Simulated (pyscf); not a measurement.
6 gas-phase steps of one pattern: four-centre exchange on the singlet surface, Al/Ga/In–F/Cl/Br/I, H–S/Se/Te broken and Al/Ga/In–S/Se/Te, F/Cl/Br/I–H formed. Single points on ωB97X-D3(BJ)/def2-SVP structures (PySCF, gas phase). Electronic energies in kcal/mol, between the relaxed ends of the descent from the saddle (adducts or complexes of the species named), with the reactant end as zero; ΔE‡ and ΔE at ωB97X-D3(BJ)/def2-TZVP. Rows were drawn at random from the steps of this pattern with a verified saddle, stable references and a bound adduct at one end at least.

```tsv
row	step	ΔE	ΔE‡
1	F–In(F)–F + H₂S → HF + F–In(F)–SH	-1.2	8.2
2	H₂S + F–Ga(Cl)–Cl -> HS–Ga(Cl)–Cl + HF	+6.3	13.1
3	H₂Se + Cl–Ga(Cl)–Cl → Cl–Ga(Cl)–SeH + HCl	+12.5	18.5
4	Cl–In [singlet] + H₂S → HS–In [singlet] + HCl	+14.6	16.0
5	H₂S + Cl–Ga(Cl)–Cl -> HS–Ga(Cl)–Cl + HCl	+15.6	?
6	H₂Se + Cl–Al(Cl)–Cl → Cl–Al(Cl)–SeH + HCl	+19.5	21.6
```

Task: Fit ΔE‡ = a + b·ΔE to the other rows and predict row 5.

Result: Over the 5 complete rows the means are +10.3 (ΔE) and 15.5 (ΔE‡); least squares gives b = 0.62 and a = 9.1 kcal/mol, with residuals of 1.2 kcal/mol (root mean square; largest 2.2, row 4). For row 5: 9.1 + 0.62 × (+15.6) = 18.8 kcal/mol. The computed barrier is 20.4 kcal/mol, 1.6 over the line. The line follows these rows closely. A slope of 0.62 suggests late, product-like saddles. Each barrier is that of the saddle found. Elements up to Kr have no core potential and no relativistic terms here. Elements past Kr carry the def2 core potentials, without spin-orbit coupling.
